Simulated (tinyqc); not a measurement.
Extended Hueckel theory, for SiH4, step by step. Computed by tinyqc, a small Python program that keeps every step (integrals from PySCF). Settings: charge = 0, K = 2.0, multiplicity = 1. Command: `OMP_NUM_THREADS=1 python tinyqc.py 28679 28680 out.jsonl` (the two numbers bound the seeds that draw the settings). One thread of a shared host (Intel(R) Xeon(R) Processor @ 2.60GHz), about 0.01 s of CPU time with the checks.

## Overlaps

Geometry (angstrom):

| atom | x | y | z |
|---|---|---|---|
| Si | 0.00000 | 0.00000 | 0.00000 |
| H | 0.89300 | 0.89300 | 0.89300 |
| H | 0.89300 | -0.89300 | -0.89300 |
| H | -0.89300 | 0.89300 | -0.89300 |
| H | -0.89300 | -0.89300 | 0.89300 |

Parameters chosen for this run:

| element | shell | Slater exponent | H_ii (eV) |
|---|---|---|---|
| H | 1s | 1.30000 | -13.60000 |
| Si | 3s | 1.38300 | -17.30000 |
| Si | 3p | 1.38300 | -9.20000 |

Slater orbitals, each expanded in six Gaussians scaled to its exponent.

overlap S, lower triangle:
```
          1Si 3s   1Si 3px   1Si 3py   1Si 3pz    2H 1s    3H 1s    4H 1s    5H 1s
1Si 3s   1.00000
1Si 3px  0.00000   1.00000
1Si 3py  0.00000   0.00000   1.00000
1Si 3pz  0.00000   0.00000   0.00000   1.00000
2H 1s    0.39121   0.28919   0.28919   0.28919  1.00000
3H 1s    0.39121   0.28919  -0.28919  -0.28919  0.04048  1.00000
4H 1s    0.39121  -0.28919   0.28919  -0.28919  0.04048  0.04048  1.00000
5H 1s    0.39121  -0.28919  -0.28919   0.28919  0.04048  0.04048  0.04048  1.00000
```

## Wolfsberg-Helmholz matrix

diagonal H_ii (eV): 1Si 3s -17.30000, 1Si 3px -9.20000, 1Si 3py -9.20000, 1Si 3pz -9.20000, 2H 1s -13.60000, 3H 1s -13.60000, 4H 1s -13.60000, 5H 1s -13.60000

K = 2.00000

H_ij = K' S_ij (H_ii + H_jj)/2 for i != j (the diagonal keeps H_ii), with K' = 2.

H (eV), lower triangle:
```
            1Si 3s   1Si 3px   1Si 3py   1Si 3pz      2H 1s      3H 1s      4H 1s      5H 1s
1Si 3s   -17.30000
1Si 3px    0.00000  -9.20000
1Si 3py    0.00000   0.00000  -9.20000
1Si 3pz    0.00000   0.00000   0.00000  -9.20000
2H 1s    -12.08852  -6.59354  -6.59354  -6.59354  -13.60000
3H 1s    -12.08852  -6.59354   6.59354   6.59354   -1.10092  -13.60000
4H 1s    -12.08852   6.59354  -6.59354   6.59354   -1.10092   -1.10092  -13.60000
5H 1s    -12.08852   6.59354   6.59354  -6.59354   -1.10092   -1.10092   -1.10092  -13.60000
```

## Orbitals

valence electrons = 8

Solve H C = S C e through S^(-1/2); fill by pairs from the bottom, a degenerate level sharing its electrons equally; each orbital has its largest coefficient positive (the first on a tie).

orbital energies (eV): -22.49526  -15.71385  -15.71385  -15.71385  5.99803  5.99803  5.99803  25.50014

occupations: 2.00000  2.00000  2.00000  2.00000  0.00000  0.00000  0.00000  0.00000

coefficients:
```
             MO1       MO2       MO3       MO4       MO5       MO6       MO7       MO8
1Si 3s   0.58359   0.00000   0.00000   0.00000   0.00000   0.00000   0.00000   1.36441
1Si 3px  0.00000  -0.07513  -0.29660   0.31051   1.10871  -0.12257  -0.31771   0.00000
1Si 3py  0.00000  -0.04772   0.31904   0.29321   0.23022   1.06713   0.39170   0.00000
1Si 3pz  0.00000   0.42675  -0.01654   0.08745   0.25092  -0.43750   1.04443   0.00000
2H 1s    0.23052   0.24150   0.00469   0.54925  -0.72533  -0.23134  -0.51025  -0.66166
3H 1s    0.23052  -0.36090  -0.47609  -0.05574  -0.28632   0.34317   0.80015  -0.66166
4H 1s    0.23052  -0.31734   0.50238  -0.08325   0.51527  -0.74237   0.15285  -0.66166
5H 1s    0.23052   0.43674  -0.03098  -0.41026   0.49638   0.63054  -0.44274  -0.66166
```

sum of one-electron energies = -139.27363 eV

Within a degenerate level the vectors are fixed only up to a rotation; this is one choice.

## Mulliken analysis

P = C n C^T; charge = valence electrons (H 1, Si 4) minus the sum of (P S)_ii on the atom; overlap population = 2 sum P_ij S_ij between two atoms.

charges: 1Si 0.70947, 2H -0.17737, 3H -0.17737, 4H -0.17737, 5H -0.17737

Overlap populations:

| pair | value |
|---|---|
| 2-1 | 0.734583 |
| 3-1 | 0.734583 |
| 3-2 | -0.010825 |
| 4-1 | 0.734583 |
| 4-2 | -0.010825 |
| 4-3 | -0.010825 |
| 5-1 | 0.734583 |
| 5-2 | -0.010825 |
| 5-3 | -0.010825 |
| 5-4 | -0.010825 |
